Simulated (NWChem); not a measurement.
Species: LiH; SMILES [LiH]

Program: NWChem. Geometry: optimised at PBE-D3(BJ)/def2-SVP. Level BLYP/def2-SVPD: energy and gradient; each run changes one setting, and changes count from the defaults (medium grid, exact Coulomb integrals, symmetry on).

| setting | size of the energy change (μHa) | largest change of a gradient component (μHa/bohr) |
|---|---|---|
| defaults | < 10 | < 30 |
| Coulomb fitting, Weigend set | 10 | < 30 |
| extra-fine grid | < 10 | < 30 |
| tight SCF thresholds and tolerances | < 10 | < 30 |
| symmetry off | < 10 | other frame |
